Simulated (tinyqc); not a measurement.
Geometry optimisation on the RHF/sto-3g surface (energies and gradients from PySCF), for H2O, spin multiplicity 1, step by step. One step of it, computed by the program tinyqc.

Task: Step 1: move. Steepest descent, p = -g / 1; steps longer than 0.3 bohr are cut back.

positions at the start (bohr):
```
            x          y          z
1O  -0.032125   0.085038  -0.011338
2H  -0.007559   1.447530   1.080923
3H  -0.077479  -1.385169   1.024232
```

gradient (hartree/bohr):
```
              x            y            z
1O  -0.00000005   0.03455230   0.10090483
2H  -0.00097731  -0.06200761  -0.06624342
3H   0.00097736   0.02745531  -0.03466141
```

Give: positions after step 1.

Result:

positions after step 1 (bohr):
```
          x        y        z
1O  -0.0321   0.0505  -0.1122
2H  -0.0066   1.5095   1.1472
3H  -0.0785  -1.4126   1.0589
```
